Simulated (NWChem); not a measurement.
# Converging the integration grid for C2F4 (tetrafluoroethylene)

C2F4: 6 atoms, total charge 0, spin state singlet. SMILES: `FC(F)=C(F)F`. The shape is that of a PBE0-D4/def2-TZVP optimisation.

```xyz
6

F     1.1692   -1.1345   -0.7080
C     0.2025   -0.6402    0.0257
F    -0.3375   -1.5206    0.8323
C    -0.1884    0.6188   -0.0411
F     0.3515    1.4993   -0.8476
F    -1.1552    1.1131    0.6926
```

Program: NWChem 7.3.0. Method: PBE0/cc-pVDZ. Swept: integration grid. Watched: the vertical ionisation energy (to the doublet cation). Each run: energy. Hardware: 1 thread of Intel Xeon 6975P-C (Granite Rapids), shared host.

The last row is the best point of the sweep, not the limit.

Problem. The candidates, from coarse to fine: lebedev 20 3; lebedev 35 6; lebedev 50 8; lebedev 75 11; lebedev 99 14; lebedev 150 18. Estimate which is the coarsest that holds the vertical ionisation energy (to the doublet cation) within 0.1 eV of the last.

Solution. lebedev 35 6: it is 0.0002 eV off and takes 15 s, against 56 s for lebedev 150 18.

```json
{"integration grid": "lebedev 20 3", "value (eV)": "8.5591", "from the best (eV)": "-1.4582", "wall time": "12 s"}
{"integration grid": "lebedev 35 6", "value (eV)": "10.0170", "from the best (eV)": "-0.0002", "wall time": "15 s"}
{"integration grid": "lebedev 50 8", "value (eV)": "10.0172", "from the best (eV)": "-0.0001", "wall time": "16 s"}
{"integration grid": "lebedev 75 11", "value (eV)": "10.0173", "from the best (eV)": "0.0000", "wall time": "19 s"}
{"integration grid": "lebedev 99 14", "value (eV)": "10.0172", "from the best (eV)": "0.0000", "wall time": "26 s"}
{"integration grid": "lebedev 150 18", "value (eV)": "10.0172", "from the best (eV)": "0.0000", "wall time": "56 s"}
```
